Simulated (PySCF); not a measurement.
Name the molecule from its bond curve

A diatomic of charge +1 contains S (the partner may be the same element). Its doublet curve at UHF-CCSD in a double-zeta basis (no relativity, PySCF), in eV from the separated fragments:

| R (Å) | E (eV) |
| --- | --- |
| 1.649 | -2.822 |
| 1.722 | -3.539 |
| 1.777 | -3.807 |
| 1.832 | -3.905 |
| 1.887 | -3.874 |
| 1.960 | -3.688 |
| 2.052 | -3.308 |
| 2.162 | -2.739 |

The fit gives ωe = 823 cm⁻¹ and the rotational constant Bₑ = 0.3101 cm⁻¹.

Q: Which atom is the partner?

A: The minimum lies at 1.844 Å, so the reduced mass is 16.8576 u Å² cm⁻¹/(Bₑ·Re²) = 15.99 u. With S at 31.97 u the partner weighs about 32.0 u: S. The molecule is S₂⁺.

Correlated steps freeze 10 core orbitals. The state was picked by a PBE0 search and need not be the measured ground state.
